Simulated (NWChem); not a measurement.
The numbers come from NWChem runs, not from measurements. System: F3N, charge 0, spin multiplicity 1, displaced from the optimised geometry. Level: MP2/cc-pVDZ, 4 core orbitals frozen, spin-restricted.

The NWChem input:

```
start mol
memory heap 200 mb stack 900 mb global 1100 mb
geometry units angstroms nocenter noautoz noautosym
  F      0.566602    -0.071385     0.980520
  N     -0.003236     0.474531     0.000000
  F      0.616153    -0.118856    -1.065783
  F     -1.229789    -0.131368     0.000000
end
basis spherical
  * library cc-pvdz
end
scf
  rhf
  nopen 0
  maxiter 100
  thresh 1e-7
  semidirect memsize 60000000 filesize 0
end
mp2
  freeze core 4
end
task mp2 energy
```

Output (cleaned and shortened):

```
             Northwest Computational Chemistry Package (NWChem) 7.3.0
             --------------------------------------------------------

                                NWChem Input Module
                                -------------------

 Scaling coordinates for geometry "geometry" by  1.889725989
 (inverse scale =  0.529177249)

                             Geometry "geometry" -> ""
                             -------------------------

 Output coordinates in angstroms (scale by  1.889725989 to convert to a.u.)

  No.       Tag          Charge          X              Y              Z
 ---- ---------------- ---------- -------------- -------------- --------------
    1 F                    9.0000     0.56660200    -0.07138500     0.98052000
    2 N                    7.0000    -0.00323600     0.47453100     0.00000000
    3 F                    9.0000     0.61615300    -0.11885600    -1.06578300
    4 F                    9.0000    -1.22978900    -0.13136800     0.00000000

 Effective nuclear repulsion energy (a.u.)     137.2042623337

            Nuclear Dipole moment (a.u.)
            ----------------------------
        X                 Y               Z
 ---------------- ---------------- ----------------
    -0.8427384224     0.8073589725    -1.4501133627


 Summary of "ao basis" -> "" (spherical)
 ------------------------------------------------------------------------------
       Tag                 Description            Shells   Functions and Types
 ---------------- ------------------------------  ------  ---------------------
 *                          cc-pvdz                   on all atoms

 Summary of "ao basis" -> "ao basis" (spherical)
 ------------------------------------------------------------------------------
       Tag                 Description            Shells   Functions and Types
 ---------------- ------------------------------  ------  ---------------------
 F                          cc-pvdz                  6       14   3s2p1d
 N                          cc-pvdz                  6       14   3s2p1d

                                 NWChem SCF Module
                                 -----------------

  ao basis        = "ao basis"
  functions       =    56
  atoms           =     4
  closed shells   =    17
  open shells     =     0
  charge          =   0.00
  wavefunction    = RHF
  use symmetry    = F
  symmetry adapt  = F

 Summary of "ao basis" -> "ao basis" (spherical)
 ------------------------------------------------------------------------------
       Tag                 Description            Shells   Functions and Types
 ---------------- ------------------------------  ------  ---------------------
 F                          cc-pvdz                  6       14   3s2p1d
 N                          cc-pvdz                  6       14   3s2p1d

 Forming initial guess at       0.0s

      Superposition of Atomic Density Guess
      -------------------------------------

 Sum of atomic energies:        -352.45162170

      Non-variational initial energy
      ------------------------------

 Total energy =    -353.131927
 1-e energy   =    -765.403279
 2-e energy   =     275.067089
 HOMO         =      -0.304355
 LUMO         =       0.198015

 Starting SCF solution at       0.4s

 ----------------------------------------------
         Quadratically convergent ROHF

 Convergence threshold     :          1.000E-07
 Maximum no. of iterations :          100
 Final Fock-matrix accuracy:          1.000E-09
[...]
    23     -0.462770  2 N  pz                31     -0.433727  3 F  s
    45      0.432206  4 F  s                 37     -0.325179  3 F  pz
    49      0.322344  4 F  px                20     -0.304502  2 N  pz
    50      0.239454  4 F  py                36     -0.237207  3 F  py

 Vector   19  Occ=0.000000D+00  E= 2.658241D-01
              MO Center= -1.6D-01,  2.3D-01, -2.7D-01, r^2= 1.3D+00
   Bfn.  Coefficient  Atom+Function         Bfn.  Coefficient  Atom+Function
  ----- ------------  ---------------      ----- ------------  ---------------
    23     -0.610614  2 N  pz                17      0.584861  2 N  s
    31     -0.439562  3 F  s                 45     -0.441155  4 F  s
    22     -0.422460  2 N  py                49     -0.414206  4 F  px
    20     -0.389387  2 N  pz                21     -0.351611  2 N  px
    19     -0.327337  2 N  py                35      0.313091  3 F  px

 Vector   20  Occ=0.000000D+00  E= 3.654715D-01
              MO Center=  1.7D-01,  2.3D-01,  3.0D-01, r^2= 1.4D+00
   Bfn.  Coefficient  Atom+Function         Bfn.  Coefficient  Atom+Function
  ----- ------------  ---------------      ----- ------------  ---------------
    17     -0.985686  2 N  s                  3      0.920159  1 F  s
    23     -0.706495  2 N  pz                 9     -0.580388  1 F  pz
    22      0.576048  2 N  py                21     -0.411795  2 N  px
    19      0.349080  2 N  py                 7     -0.337045  1 F  px
     6     -0.313429  1 F  pz                16     -0.313894  2 N  s

 center of mass
 --------------
 x =  -0.02498983 y =   0.01423542 z =  -0.04311503

 moments of inertia (a.u.)
 ------------------
         155.880073320050          -3.196494613513           6.936987118928
          -3.196494613513         292.259560520363          -3.889021947007
           6.936987118928          -3.889021947007         163.821271064728

  Mulliken analysis of the total density
  --------------------------------------

    Atom       Charge   Shell Charges
 -----------   ------   -------------------------------------------------------
    1 F    9     9.15   2.00  0.91  1.01  3.33  1.88  0.01
    2 N    7     6.40   2.00  0.90  0.65  2.02  0.66  0.16
    3 F    9     9.22   2.00  0.91  1.04  3.29  1.98  0.01
    4 F    9     9.22   2.00  0.91  1.04  3.29  1.98  0.01

       Multipole analysis of the density wrt the origin
       ------------------------------------------------

     L   x y z        total         open         nuclear
     -   - - -        -----         ----         -------
     0   0 0 0     -0.000000      0.000000     34.000000

     1   1 0 0      0.097217      0.000000     -0.842738
     1   0 1 0      0.136112      0.000000      0.807359
     1   0 0 1      0.170110      0.000000     -1.450113

     2   2 0 0    -15.234715      0.000000     71.127185
     2   1 1 0     -0.002102      0.000000      1.500282
     2   1 0 1      0.165150      0.000000     -3.249980
     2   0 2 0    -14.651990      0.000000      6.801373
     2   0 1 1      0.004327      0.000000      1.821680
     2   0 0 2    -15.044105      0.000000     67.406752

                   NWChem MP2 Semi-direct Energy/Gradient Module
                   ---------------------------------------------

  Basis functions       =     56
  Molecular orbitals    =     56
  Frozen core           =      4
  Frozen virtuals       =      0
  Active alpha occupied =     13
  Active beta occupied  =     13
  Active alpha virtual  =     39
  Active beta virtual   =     39
  Use MO symmetry       = F
  Use skeleton AO sym   = F

  AO/Fock/Back tols     =   1.0D-09  1.0D-09  1.0D-09

 GA uses MA = F    GA memory limited = T

 Available:
  local mem=  1.26D+08
 global mem=  1.44D+08
 local disk=  0.00D+00
  mp2_memr nvloc                    39
  nvloc new                    39
   1 passes of  13:        3145728                      19325                   2756618.
   1 passes of  13: M    126154150           G      144172928           F     123008422.

 Semi-direct pass number   1 of   1  for RHF alpha+beta  at        0.7s
  vrange nnbf                  1596
  mp2_eaftype                    10  avail_ma_in_mb                  1099
 EAF : mp2_eaftype filesize          10    1378309.
  mp2_eaf for mointskh                     10
Node 0 wrote      6.5 Mb in      0.0 s     Agg I/O rate:  2458.2 Mb/s
 Done moints_semi at        1.4s
  mp2_eaftype                    10  avail_ma_in_mb                  1089
 EAF : mp2_eaftype filesize          10    1378309.
  mp2_eaf for kh                    10
 Done maket at        1.5s
 Done multipass loop at        1.5s

          -------------------------------------------
          SCF energy                -352.552355970006
          Correlation energy          -0.728443037326
          Singlet pairs               -0.431541455321
          Triplet pairs               -0.296901582004
          Total MP2 energy          -353.280799007332
          -------------------------------------------

          ---------------------------------------------------
                    Spin Component Scaled (SCS) MP2
          Same spin pairs                     -0.197934388003
          Same spin scaling factor             0.333333333333
          Opposite spin pairs                 -0.530508649323
          Opposite spin scaling fact.          1.200000000000
          SCS-MP2 correlation energy          -0.702588508522
          Total SCS-MP2 energy              -353.254944478528
          ---------------------------------------------------

 -----------------------
 Performance information
 -----------------------

 Timer overhead =  1.90D-07 seconds/call

               Nr. of calls         CPU time (s)                 Wall time (s)                GFlops
             ---------------    -------------------     ------------------------------   -------------------
Name         Min   Avg   Max    Min     Avg     Max     Min     Avg     Max   Mx/calls   Min     Max     Sum
mp2: moin     1     1     1   0.75    0.75    0.75     0.75    0.75    0.75    0.75      0.0     0.0     0.0
mp2: make     1     1     1   3.61E-2 3.61E-2 3.61E-2  3.61E-2 3.61E-2 3.61E-2 3.61E-2   0.0     0.0     0.0
mp2: tota     1     1     1   0.80    0.80    0.80     0.80    0.80    0.80    0.80      0.0     0.0     0.0

 The average no. of pstat calls per process was 3.00D+00
 with a timing overhead of 5.69D-07s

 Task  times  cpu:        1.4s     wall:        1.4s

 Total times  cpu:        1.5s     wall:        1.5s
```
